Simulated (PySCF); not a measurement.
Process, species as SMILES: OO (H2O2) + H+ → O[OH2+]
B3LYP-D3(BJ)/def2-TZVP geometries, fixed; electronic energies without zero-point terms; positive where energy is released.
Largest species:
```xyz
5

O      0.1360     0.5595    -0.3416
O     -0.1596    -0.6562     0.3979
H      1.0537     0.8157    -0.0797
H     -0.3477    -1.2726    -0.3451
H     -0.5172     1.2304    -0.0259
```
Charge +1, spin multiplicity 1.

Basis-set convergence of the proton affinity at PBE0 with PySCF. All functions are spherical. Density fitting with generated auxiliary sets. No added dispersion term, no relativity. Functions are those of the species that has most. Reference: the value in def2-QZVPPD, 167.51 kcal/mol, itself unsure by roughly 0.44 kcal/mol (its mean distance from pcseg-3, def2-QZVPP, cc-pVQZ). Deviations are taken from unrounded values.

```csv
basis,functions,proton affinity (kcal/mol)
cc-pVDZ,43,170.94
aug-cc-pVDZ,73,166.01
def2-SVP,43,170.76
def2-SVPD,70,165.46
pcseg-1,43,164.26
aug-pcseg-1,73,164.08
6-311G**,54,170.14
6-311+G**,62,166.16
def2-TZVP,80,167.64
def2-TZVPD,107,166.73
cc-pVTZ,102,169.42
aug-cc-pVTZ,161,167.36
pcseg-2,102,167.46
aug-pcseg-2,161,167.32
def2-TZVPP,104,168.28
def2-TZVPPD,131,167.39
def2-QZVPP,204,167.83
def2-QZVPPD,231,167.51
```

What the diffuse functions change, pair by pair:
- cc-pVDZ to aug-cc-pVDZ: 30 more functions, deviation 3.43 to -1.50 kcal/mol
- def2-SVP to def2-SVPD: 27 more functions, deviation 3.25 to -2.05 kcal/mol
- pcseg-1 to aug-pcseg-1: 30 more functions, deviation -3.25 to -3.43 kcal/mol
- 6-311G** to 6-311+G**: 8 more functions, deviation 2.63 to -1.36 kcal/mol
- def2-TZVP to def2-TZVPD: 27 more functions, deviation 0.13 to -0.79 kcal/mol
- cc-pVTZ to aug-cc-pVTZ: 59 more functions, deviation 1.91 to -0.15 kcal/mol
- pcseg-2 to aug-pcseg-2: 59 more functions, deviation -0.05 to -0.19 kcal/mol
- def2-TZVPP to def2-TZVPPD: 27 more functions, deviation 0.77 to -0.13 kcal/mol
- def2-QZVPP to def2-QZVPPD: 27 more functions, deviation 0.32 to 0.00 kcal/mol

Leaving out the reference's own pair, they bring the value nearer the reference by more than 0.44 kcal/mol in 5 of 8 pairs.
